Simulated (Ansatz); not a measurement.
in.yaml

```yaml
crystal:
  periodic: [false, false, false]
  atoms:
    - {symbol: C, position_ang: [0.000000, 0.061924, 2.285960]}
    - {symbol: C, position_ang: [0.000000, 0.186274, 1.014915]}
    - {symbol: Si, position_ang: [0.000000, -0.144422, -1.331899]}
    - {symbol: H, position_ang: [0.000000, 1.066665, -2.221132]}
basis:
  gaussian: {orbitals: cc-pVDZ}
magnetization: {spin_polarized: true, initial_magnetization: 1}
hamiltonian: {xc: hf}
output: {orbitals: {seedname: orbitals}}
```

```sh
$ ansatz run in.yaml --threads 1 --pin off --events-out ev --progress --plain --max-ram 2393MiB
```

Output:

```
496 factors; integrals over basis functions are off by at most 1.2e-3 eV
mean field evaluation 1: about -9924.2264 eV, gradient 2.4e1 eV
mean field evaluation 2: about -9924.2331 eV, gradient 2.4e1 eV
mean field evaluation 4: about -9929.8297 eV, gradient 4.6e0 eV
mean field evaluation 8: about -9931.2577 eV, gradient 1.8e0 eV
mean field evaluation 16: about -9931.7896 eV, gradient 4.7e-1 eV
mean field evaluation 32: about -9931.9362 eV, gradient 1.1e-5 eV
mean field evaluation 64: about -9931.7954 eV, gradient 1.5e0 eV
mean field evaluation 96: about -9931.7374 eV, gradient 2.3e0 eV
mean field evaluation 128: about -9931.8209 eV, gradient 6.8e-1 eV
mean field evaluation 160: about -9930.4268 eV, gradient 6.7e0 eV
mean field evaluation 192: about -9931.8288 eV, gradient 1.2e-1 eV
mean field evaluation 224: about -9931.2161 eV, gradient 1.2e0 eV
mean field evaluation 256: about -9931.1450 eV, gradient 3.4e0 eV
mean field evaluation 288: about -9931.5600 eV, gradient 7.9e-1 eV
mean field evaluation 320: about -9930.5492 eV, gradient 9.9e-1 eV
mean field evaluation 352: about -9929.2481 eV, gradient 8.7e-1 eV
mean field evaluation 384: about -9930.0857 eV, gradient 2.0e0 eV
mean field evaluation 416: about -9930.3996 eV, gradient 9.3e-1 eV
mean field evaluation 448: about -9928.1475 eV, gradient 6.1e0 eV
mean field evaluation 480: about -9931.6441 eV, gradient 6.7e-1 eV
mean field evaluation 512: about -9931.3353 eV, gradient 4.0e-1 eV
mean field evaluation 544: about -9925.7858 eV, gradient 7.5e0 eV
mean field -9931.93617785 eV, -364.9919224280 hartree, gradient 5.2e-6 eV, S^2 1.248033; 10 other end points of the search recorded, 0 dependent functions left out
reference -9931.93617785 eV, -364.9919224280 hartree; 14, 13 occupied and 37, 38 virtual orbitals, 496 factors
Total energy: -9931.93617785 eV, -364.9919224280 hartree
```

Ran on 1 thread of Arm Neoverse V2, shared host: 4 s wall, 0.09 GiB peak host memory.
